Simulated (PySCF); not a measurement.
# SMILES C#CC#CF, C4HF

Cartesian coordinates in Å; atom numbers follow the order of the lines, from 1:
```xyz
6

C    -1.732   -0.210    0.921
C    -0.645   -0.079    0.421
C     0.588    0.070   -0.145
C     1.671    0.203   -0.642
F     2.814    0.342   -1.167
H    -2.693   -0.324    1.364
```

Level of theory: quadratic response CAM-B3LYP/aug-cc-pVTZ first hyperpolarisability, Taylor convention, gas phase in PySCF. Geometry: PBE0-D3(BJ)/def2-TZVP.

Task: Give β for the processes computed.

Result: In au, Taylor convention; the vector part is βᵢ = ⅓ Σⱼ (βᵢⱼⱼ + βⱼᵢⱼ + βⱼⱼᵢ); β∥ is 3/5 of the vector part along the dipole, the dipole points from − to +:
| process | λ (nm) | β vector norm | β∥ | β HRS | depolarisation ratio |
| --- | --- | --- | --- | --- | --- |
| static β(0;0,0) | ∞ | 378.9 | -227.3 | 143.2 | 7.34 |
| second harmonic β(−2ω;ω,ω) | 1907 | 393.9 | -236.3 | 149.0 | 7.25 |
| Pockels β(−ω;ω,0) | 1907 | 383.8 | -230.3 | – | – |
| second harmonic β(−2ω;ω,ω) | 1064 | 430.8 | -258.4 | 163.3 | 7.05 |
| Pockels β(−ω;ω,0) | 1064 | 395.0 | -237.0 | – | – |

Task: Which lowest excitations, dipole and polarisabilities go with it?

Result: S1 5.03 eV (f = 0.000); S2 5.21 eV (f = 0.000); S3 5.21 eV (f = 0.000); dipole 0.37 D; isotropic α 49.2 au static, 49.4 au at 1907 nm, 49.8 au at 1064 nm, 49.9 au at 953.5 nm, 51.7 au at 532 nm.
